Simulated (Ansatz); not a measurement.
**CH5S+ (SMILES C[SH2+]): single points off equilibrium**

One table from this session's results is given with a row withheld; the runs are named, their logs left out.

Program: Ansatz 0.2.0, Gaussian basis. Level of theory: single points in def2-TZVPP. These are calculated values, not measurements.

Correlated methods freeze the cores.

## The starting structure

SMILES `C[SH2+]`, 7 atoms, charge 1, spin multiplicity 1.

Atoms are counted from 1 here; the program's logs count them from 0.

Bond lengths: C1–S2 1.826 Å, C1–H3 1.119 Å, C1–H4 1.104 Å, C1–H5 1.107 Å, S2–H6 1.395 Å, S2–H7 1.344 Å. Angles: S2–C1–H3 102.4°, S2–C1–H4 106.8°, S2–C1–H5 111.2°, H3–C1–H4 110.1°, H3–C1–H5 112.0°, H4–C1–H5 113.6°, C1–S2–H6 101.2°, C1–S2–H7 102.2°, H6–S2–H7 93.6°.

Coordinates:

```xyz
7
charge 1, multiplicity 1
C    -0.4798   -0.4243   -0.3593
S     0.6007    0.1932    0.9765
H    -1.4927   -0.3871    0.1136
H    -0.1876   -1.4721   -0.5475
H    -0.4177    0.2220   -1.2562
H     0.2601    1.5462    0.9953
H     1.7590    0.4064    0.3301
```

Set-up of the first run:

Input file run/in.yaml:

```yaml
crystal:
  periodic: [false, false, false]
  atoms:
    - {symbol: C, position_ang: [-0.479800, -0.424294, -0.359265]}
    - {symbol: S, position_ang: [0.600689, 0.193214, 0.976493]}
    - {symbol: H, position_ang: [-1.492744, -0.387072, 0.113615]}
    - {symbol: H, position_ang: [-0.187635, -1.472143, -0.547486]}
    - {symbol: H, position_ang: [-0.417674, 0.222030, -1.256209]}
    - {symbol: H, position_ang: [0.260121, 1.546215, 0.995297]}
    - {symbol: H, position_ang: [1.759046, 0.406389, 0.330097]}
basis:
  gaussian: {orbitals: def2-TZVPP}
total_charge: 1
hamiltonian: {xc: pbe, dispersion: d4}
output: {forces: true}
```

On the command line:

```bash
$ ansatz run in.yaml --threads 2 --pin off --events-out ev --progress --plain --max-ram 3481MiB
```

Steps of the session up to this table: PBE-D4/def2-TZVPP; r2SCAN-D4/def2-TZVPP; PBE0-D4/def2-TZVPP; wB97M-V/def2-TZVPP; CCSD(T)/def2-TZVPP.

One of the session's tables, all rows but one given; the rest of the session is left out.

```
   method  RMS force component (eV/Å)  angle to CCSD(T) forces (°)
   PBE-D4                       0.339                         27.8
r2SCAN-D4                       0.420                         10.9
  PBE0-D4                           ?                            ?
  wB97M-V                       0.464                          6.5
  CCSD(T)                       0.459                    reference
```

**Question.** Estimate the row for PBE0-D4.

As computed: RMS force component (eV/Å): 0.426; angle to CCSD(T) forces (°): 14.2. In the column «RMS force component (eV/Å)» it lies between r2SCAN-D4 (0.420) and CCSD(T) (0.459).
